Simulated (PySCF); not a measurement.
**How methods differ on the ionisation energy of P**

P [Ne] 3s2 3p3 (4S) → P⁺ [Ne] 3s2 3p2 (3P), as a difference of total energies. Computed with PySCF 2.14 in aug-cc-pCVTZ-DK with one added diffuse shell each of s, p, d, f type (9s8p6d4f, 91 functions), with scalar relativity by spin-free X2C-1e. Correlated levels: valence and next inner shell: 1s2 frozen. The calculations carry no spin-orbit coupling.

Order these methods by the ionisation energy they give, lowest first.
A. CCSD(T) (valence and next inner shell)
B. MP2 (valence and next inner shell)
C. CCSD (valence and next inner shell)
D. UHF

D (9.896 eV), C (10.422 eV), A (10.465 eV), B (10.492 eV).

A first-order spin-orbit estimate (lowest level to lowest level, LS coupling) adds -0.034 eV.

Errors of the correlated levels include the incompleteness of this basis and the frozen core.

For comparison: 10.487 eV (measured; NIST Atomic Spectra Database, ionization energies).
